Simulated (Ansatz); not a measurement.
One element changed: vertical spin gaps of HC–AsH, HSi–AsH

Ansatz 0.2.0, basis cc-pVDZ; geometries are PBE0/def2-TZVP minima. Wave-function levels freeze the cores with the filled d shells of p-block atoms; HF, MP2 and coupled cluster are restricted for singlets and unrestricted otherwise, restricted open-shell where a d shell is frozen, Kohn–Sham unrestricted where that lies lower. The reference is CCSDT(Q) or CCSDTQ (coupled cluster only where its series has nearly closed). Semilocal and hybrid functionals correlate all electrons outside any core potential and usually lie nearer their basis limit than the reference, so part of their error here is the reference's basis and frozen-core error; RPA and the MP2 part of double hybrids freeze the same cores as the reference. An error is the level's value less the reference. None of these values is a measured one. Energies are electronic, without zero-point terms. No spin–orbit coupling and no scalar relativity. The set is small: such energies can lie up to about 0.3 eV from the limit, spin gaps mostly less, so near ties and functionals' places can change in larger sets. The species are chosen: bound, without strong static correlation by their natural occupations or amplitudes, in their lowest spin state as far as vertical gaps and like structures tell, and with a ladder that closes on the reference, so errors are smaller than for species at large; levels whose determinant breaks symmetry or spin markedly are left out.

```
         species                                                                 bonds (Å)                        quantity  symmetry of the states  reference  value (kJ/mol)  error MP2  error CCSD(T)  error PBE  error B3LYP  error RPA-PBE
 HC–AsH, doublet     C–As 1.745, C–H 1.083, As–H 1.535, angles at As 96°, angles at C 139°  quartet less doublet, vertical                 A' / A'     CCSDTQ           247.1      -11.5           -2.4        5.1         -3.9            5.6
HSi–AsH, doublet  Si–As 2.172, Si–H 1.503, As–H 1.524, angles at As 93°, angles at Si 117°  quartet less doublet, vertical                 A' / A'   CCSDT(Q)           190.5      -10.9           -2.2        6.4          5.8            7.4
```

The reference falls from C to Si, by 56.6 kJ/mol in all.
